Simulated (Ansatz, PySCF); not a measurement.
Reaction (SMILES): C(=C\[SiH2]C)/C [methyl-[(E)-prop-1-enyl]silane] + 5 [H][H] (H2) → 4 C (CH4) + [SiH4] (SiH4)

Wanted: energy of full hydrogenation (electronic), in kcal/mol. Terms: non-relativistic; valence correlation only; dispersion terms only where a functional's name holds one; no spin-orbit coupling. CBS(X,Y): correlation extrapolated as X^-3; Hartree-Fock from the larger set. Ab initio and DFT rows: single points at B3LYP-D3(BJ) geometries (Ansatz, a program for electronic structure).

```csv
species,coefficient,"E at BP86/def2-SVP (PySCF), Eh","E at wB97M-V/def2-TZVPD (Ansatz), Eh"
C/C=C/[SiH2]C,-1,-447.73576,-447.87340
[H][H] (H2),-5,-1.17203,-1.16077
C (CH4),+4,-40.48104,-40.49098
[SiH4] (SiH4),+1,-291.81032,-291.84546
```

Coupled cluster (Ansatz) is a level with limits of its own, used here on species with T1 under 0.025 (0.045 for open shells) and stable references: CCSD(T)/CBS(cc-pV(T+d)Z,cc-pV(Q+d)Z). Value to compare with, CCSD(T)/CBS(cc-pV(T+d)Z,cc-pV(Q+d)Z) (Ansatz): -81.7 kcal/mol. 1 Eh = 627.5095 kcal/mol.

Task: Work the quantity out at each level, and compare with CCSD(T)/CBS(cc-pV(T+d)Z,cc-pV(Q+d)Z) (Ansatz).

Result: 
- BP86/def2-SVP: the sum of coefficient times E is -0.13857 Eh, or -86.95 kcal/mol. Result: -87.0 kcal/mol. Its difference against CCSD(T)/CBS(cc-pV(T+d)Z,cc-pV(Q+d)Z) (Ansatz) is -5.3 kcal/mol.
- wB97M-V/def2-TZVPD: the sum of coefficient times E is -0.13213 Eh, or -82.91 kcal/mol. Result: -82.9 kcal/mol. Its difference against CCSD(T)/CBS(cc-pV(T+d)Z,cc-pV(Q+d)Z) (Ansatz) is -1.2 kcal/mol.
